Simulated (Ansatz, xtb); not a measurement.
**FH3PSi−: where a starting geometry ends**

The starting geometry of this gas-phase singlet has its atoms placed at random.

```xyz
6

F     0.7616   -0.8948    0.7432
P     0.3338    0.7372   -1.6878
Si   -0.8619   -1.4599   -0.3775
H     1.6077    0.0458   -0.6581
H    -0.2544    1.7764   -0.2188
H     0.3238   -0.4207    0.0842
```

Task: Guess where an optimisation with r2SCAN-D4/def2-SVPD ends from this start.

Result: It loosens into H2PSi + FH, which stay close as a complex (formulas without charges). Contacts that open: Si3–H6 (1.64 → 2.88 Å). Contacts that close: P2–Si3 (2.82 → 2.10 Å), P2–H4 (1.78 → 1.46 Å), P2–H5 (1.89 → 1.46 Å).

The energy falls by 4.63 eV over 13 steps:

| step | E − E(last) (eV) |
| --- | --- |
| 1 | 4.635 |
| 2 | 2.616 |
| 4 | 0.943 |
| 5 | 0.654 |
| 6 | 0.373 |
| 8 | 0.052 |
| 9 | 0.006 |
| 10 | 0.001 |
| 12 | 0.000 |
| 13 | 0.000 |

Final geometry (Å):

```xyz
6

F     0.8835   -0.9790    1.6608
P     0.1472    0.3688   -1.0981
Si   -1.1598   -1.2375   -1.4312
H     1.5275    0.6076   -1.4950
H    -0.0582    1.7016   -0.5491
H     0.5704   -0.6775    0.7980
```

From the same start GFN2-xTB ends elsewhere, differing in F1–Si3 (1.77 against 3.72 Å here), F1–H6 (2.89 against 0.97 Å here), P2–H6 (1.39 against 2.21 Å here).

From so rough a start the end depends on the optimiser's path, so another program may land elsewhere. No frequencies were run, so the end isn't proven a minimum. Run with Ansatz 0.2.0, 24 s on 1 thread of Intel(R) Xeon(R) 6975P-C (Granite Rapids), with other jobs on the host.
